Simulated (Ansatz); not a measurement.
Basis-set extrapolation for FLi (PBE0-D4/def2-TZVP geometry, frozen core, the Gaussian-basis code of Ansatz). Multiplicity 1, RHF reference. For Li the program correlates outer-core shells too, which these sets cover unevenly, so the extrapolated numbers aren't a true limit.

|  | def2-TZVPP | def2-QZVPP |
| --- | --- | --- |
| HF | -106.985646 | -106.991761 |
| MP2 correlation | -0.305906 | -0.334319 |
| CCSD(T) correlation | -0.315165 | -0.343589 |

Energies in hartree. Use E(X) = E(∞) + A·exp(−7.88·√X) for Hartree–Fock and E(X) = E(∞) + B·X^(−2.97) for correlation, with X = 3 and 4.

Question: What is the CCSD(T) energy at the basis-set limit?

Answer: HF limit: -106.991761 + (-0.006115) × 0.13774 = -106.99260. Correlation limit: -0.343589 + (-0.028424) × 0.74074 = -0.36464. Total: -107.35724 hartree, 1.54 eV below CCSD(T)/def2-TZVPP.
